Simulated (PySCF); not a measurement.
Carbonyl fluoride, CF2O.
Structure used (PBE0-D3(BJ)/def2-SVP), in Å, numbered top down from 1:
```
atom  x, y, z in Å
O1    -0.3473    1.0568    0.7936
C2    -0.0629    0.0280    0.3117
F3     0.9437   -0.7310    0.6569
F4    -0.6988   -0.5626   -0.6650
```

Computed, not measured: core-valence-separated Tamm–Dancoff BHandHLYP/aug-pcX-1 in PySCF, non-relativistic, gas phase, PBE0-D3(BJ)/def2-SVP geometry. Absolute energies from this functional tend to lie a few eV below measured edges; no shift was applied.

Give energies, oscillator strengths and core holes at the F K edge.

```csv
E (eV),f,core hole on,main final orbital,polarisation
686.40,0.0313,F3/F4,"LUMO+1 (2 roots, f summed)",out of plane
687.14,0.0454,F3/F4,"LUMO (2 roots, f summed)",in plane
689.43,0.0446,F3/F4,"LUMO+3 (2 roots, f summed)",in plane
690.08,0.0053,F3/F4,"LUMO+2 (2 roots, f summed)",out of plane
690.20,0.0104,F3/F4,"LUMO+4 (2 roots, f summed)",in plane
```

The first line with a tenth or more of the strongest one's intensity is at 686.40 eV (f = 0.031, sum of 2), with the hole on F3/F4 (acyl fluorine), polarised out of plane. The strongest listed is at 687.14 eV (f = 0.045, sum of 2; F3/F4).

List the oxygen K-edge absorption lines.

```
E (eV)       f  core hole on                 main final orbital  polarisation
530.11  0.0481            O1                      LUMO+1 (94 %)  out of plane
534.27  0.0033            O1                        LUMO (86 %)      in plane
536.21  0.0165            O1  LUMO+3/LUMO+4 (2 roots, f summed)      in plane
536.24  0.0017            O1                      LUMO+2 (93 %)  out of plane
537.85  0.0106            O1                      LUMO+5 (42 %)      in plane
538.31  0.0000            O1                      LUMO+6 (88 %)             –
```

The first line with a tenth or more of the strongest one's intensity is at 530.11 eV (f = 0.048), with the hole on O1 (carbonyl oxygen), polarised out of plane: a 1s→π* resonance. It is also the strongest listed.

List the carbon K-edge absorption lines.

```json
{"E (eV)": "287.69", "f": "0.0998", "core hole on": "C2", "main final orbital": "LUMO+1 (93 %)", "polarisation": "out of plane"}
{"E (eV)": "291.95", "f": "0.0125", "core hole on": "C2", "main final orbital": "LUMO (71 %)", "polarisation": "in plane"}
{"E (eV)": "294.64", "f": "0.0865", "core hole on": "C2", "main final orbital": "LUMO+15 (36 %)", "polarisation": "in plane"}
{"E (eV)": "294.81", "f": "0.0023", "core hole on": "C2", "main final orbital": "LUMO+2 (93 %)", "polarisation": "out of plane"}
{"E (eV)": "295.23", "f": "0.0055", "core hole on": "C2", "main final orbital": "LUMO+4 (86 %)", "polarisation": "in plane"}
{"E (eV)": "295.29", "f": "0.0247", "core hole on": "C2", "main final orbital": "LUMO+3 (73 %)", "polarisation": "in plane"}
{"E (eV)": "295.38", "f": "0.0140", "core hole on": "C2", "main final orbital": "LUMO+10 (40 %)", "polarisation": "in plane"}
```

The first line with a tenth or more of the strongest one's intensity is at 287.69 eV (f = 0.100), with the hole on C2 (carbonyl carbon), polarised out of plane: a 1s→π* resonance. It is also the strongest listed.

Roots within 0.03 eV whose holes lie on the same, on equivalent or on shared atoms are summed into one line, and the highest roots are left out, as the search may have cut off their partners. Final orbitals are the ground state's empty Kohn–Sham orbitals. A dash: too weak, shared between unlike atoms, or no plane or axis to refer to.

What is the summed oscillator strength of the listed F K lines, and their intensity-weighted mean energy?

Σf = 0.137 over 5 lines from 686.40 to 690.20 eV; the weighted mean is 688.06 eV. The strongest line holds 33 % of the sum.

Only the lowest roots of each edge were sought.

On one thread of an Arm Neoverse V2 (shared host), this took 2.8 s and 0.44 GiB of memory at its peak.
